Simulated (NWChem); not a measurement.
All runs are NWChem calculations. System: formic acid (CH2O2), charge 0, spin multiplicity 1, at a geometry optimised with PBE0/def2-SVP. Level: RHF/cc-pVDZ.

NWChem printed:

```
             Northwest Computational Chemistry Package (NWChem) 7.3.0
             --------------------------------------------------------

                                NWChem Input Module
                                -------------------

 Scaling coordinates for geometry "geometry" by  1.889725989
 (inverse scale =  0.529177249)

 Turning off AUTOSYM since
 SYMMETRY directive was detected!

                             Geometry "geometry" -> ""
                             -------------------------

 Output coordinates in angstroms (scale by  1.889725989 to convert to a.u.)

  No.       Tag          Charge          X              Y              Z
 ---- ---------------- ---------- -------------- -------------- --------------
    1 O                    8.0000     0.74412200     0.82757600     0.00000000
    2 C                    6.0000     0.17728400    -0.37762000     0.00000000
    3 O                    8.0000    -1.00064700    -0.58424800     0.00000000
    4 H                    1.0000     0.02446900     1.48056100     0.00000000
    5 H                    1.0000     0.96402500    -1.16146500     0.00000000

 Effective nuclear repulsion energy (a.u.)      70.5269706105

            Nuclear Dipole moment (a.u.)
            ----------------------------
        X                 Y               Z
 ---------------- ---------------- ----------------
    -0.0000037795     0.0000000000     0.0000000000

      Symmetry information
      --------------------

 Group name             Cs
 Group number              2
 Group order               2
 No. of unique centers     5

      Symmetry unique atoms

     1    2    3    4    5


 Summary of "ao basis" -> "" (spherical)
 ------------------------------------------------------------------------------
       Tag                 Description            Shells   Functions and Types
 ---------------- ------------------------------  ------  ---------------------
 *                          cc-pvdz                   on all atoms

 Summary of "ao basis" -> "ao basis" (spherical)
 ------------------------------------------------------------------------------
       Tag                 Description            Shells   Functions and Types
 ---------------- ------------------------------  ------  ---------------------
 O                          cc-pvdz                  6       14   3s2p1d
 C                          cc-pvdz                  6       14   3s2p1d
 H                          cc-pvdz                  3        5   2s1p
[...]
    18     -0.295260  2 C  px                 7      0.259451  1 O  px
     3      0.224451  1 O  s                 43     -0.222071  4 H  s
    48     -0.209558  5 H  s                 35      0.198158  3 O  px

 Vector   11  Occ=2.000000D+00  E=-4.876209D-01  Symmetry=a"
              MO Center= -2.6D-01, -5.6D-02,  4.1D-16, r^2= 1.7D+00
   Bfn.  Coefficient  Atom+Function         Bfn.  Coefficient  Atom+Function
  ----- ------------  ---------------      ----- ------------  ---------------
    34      0.451639  3 O  pz                 6     -0.400476  1 O  pz
    37      0.337435  3 O  pz                 9     -0.329780  1 O  pz
    20      0.178231  2 C  pz

 Vector   12  Occ=2.000000D+00  E=-4.638709D-01  Symmetry=a'
              MO Center= -5.2D-01, -4.7D-01, -3.1D-17, r^2= 1.5D+00
   Bfn.  Coefficient  Atom+Function         Bfn.  Coefficient  Atom+Function
  ----- ------------  ---------------      ----- ------------  ---------------
    33      0.552310  3 O  py                36      0.416354  3 O  py
    48      0.202788  5 H  s                  5      0.169845  1 O  py
     4      0.155522  1 O  px

 Vector   13  Occ=0.000000D+00  E= 1.796368D-01  Symmetry=a"
              MO Center=  1.8D-02, -4.0D-01,  1.1D-15, r^2= 1.7D+00
   Bfn.  Coefficient  Atom+Function         Bfn.  Coefficient  Atom+Function
  ----- ------------  ---------------      ----- ------------  ---------------
    23      0.755318  2 C  pz                37     -0.498425  3 O  pz
    20      0.472872  2 C  pz                34     -0.345505  3 O  pz
     9     -0.307870  1 O  pz                 6     -0.219033  1 O  pz

 Vector   14  Occ=0.000000D+00  E= 1.841180D-01  Symmetry=a'
              MO Center=  9.8D-02,  1.3D+00,  5.8D-16, r^2= 3.8D+00
   Bfn.  Coefficient  Atom+Function         Bfn.  Coefficient  Atom+Function
  ----- ------------  ---------------      ----- ------------  ---------------
    44      1.455090  4 H  s                 49     -0.911327  5 H  s
     3     -0.620776  1 O  s                 22     -0.452367  2 C  py
     8     -0.342054  1 O  py                17      0.327677  2 C  s
    21      0.279736  2 C  px                 7      0.231269  1 O  px
     4      0.156403  1 O  px

 Vector   15  Occ=0.000000D+00  E= 2.166802D-01  Symmetry=a'
              MO Center=  1.1D+00, -1.0D+00,  1.1D-16, r^2= 3.7D+00
   Bfn.  Coefficient  Atom+Function         Bfn.  Coefficient  Atom+Function
  ----- ------------  ---------------      ----- ------------  ---------------
    49      2.043911  5 H  s                 17     -1.589937  2 C  s
    21     -0.643422  2 C  px                22      0.574794  2 C  py
    44      0.488135  4 H  s                  8     -0.277343  1 O  py
    19      0.184740  2 C  py                 3     -0.182888  1 O  s
    36     -0.173664  3 O  py                18     -0.172327  2 C  px

 center of mass
 --------------
 x =  -0.04023230 y =  -0.01305553 z =   0.00000000

 moments of inertia (a.u.)
 ------------------
          77.464090716405         -61.775612839638           0.000000000000
         -61.775612839638          93.439750901800           0.000000000000
           0.000000000000           0.000000000000         170.903841618205

  Mulliken analysis of the total density
  --------------------------------------

    Atom       Charge   Shell Charges
 -----------   ------   -------------------------------------------------------
    1 O    8     8.29   2.00  0.84  0.86  2.84  1.73  0.02
    2 C    6     5.60   2.00  0.70  0.30  1.84  0.50  0.25
    3 O    8     8.36   2.00  0.84  0.91  2.79  1.79  0.02
    4 H    1     0.81   0.66  0.07  0.08
    5 H    1     0.94   0.75  0.16  0.03

       Multipole analysis of the density wrt the origin
       ------------------------------------------------

     L   x y z        total         open         nuclear
     -   - - -        -----         ----         -------
     0   0 0 0     -0.000000      0.000000     24.000000

     1   1 0 0      0.544888      0.000000     -0.000004
     1   0 1 0      0.342635      0.000000      0.000000
     1   0 0 1      0.000000      0.000000      0.000000

     2   2 0 0    -15.073275      0.000000     48.418691
     2   1 1 0     -2.962190      0.000000     28.991396
     2   1 0 1     -0.000000      0.000000      0.000000
     2   0 2 0    -10.616444      0.000000     45.018498
     2   0 1 1     -0.000000      0.000000      0.000000
     2   0 0 2    -12.318898      0.000000      0.000000

 Task  times  cpu:        0.6s     wall:        0.6s

 Total times  cpu:        0.6s     wall:        0.6s
```

Q: Write an NWChem input that would produce this output.

A: One answer among several that fit: 
```
start mol
memory heap 200 mb stack 900 mb global 1100 mb
geometry units angstroms nocenter noautoz
  O      0.744122     0.827576     0.000000
  C      0.177284    -0.377620     0.000000
  O     -1.000647    -0.584248     0.000000
  H      0.024469     1.480561     0.000000
  H      0.964025    -1.161465     0.000000
  symmetry group Cs
end
basis spherical
  * library cc-pvdz
end
scf
  rhf
  nopen 0
  maxiter 100
  thresh 1e-7
  semidirect memsize 60000000 filesize 0
end
task scf energy
```
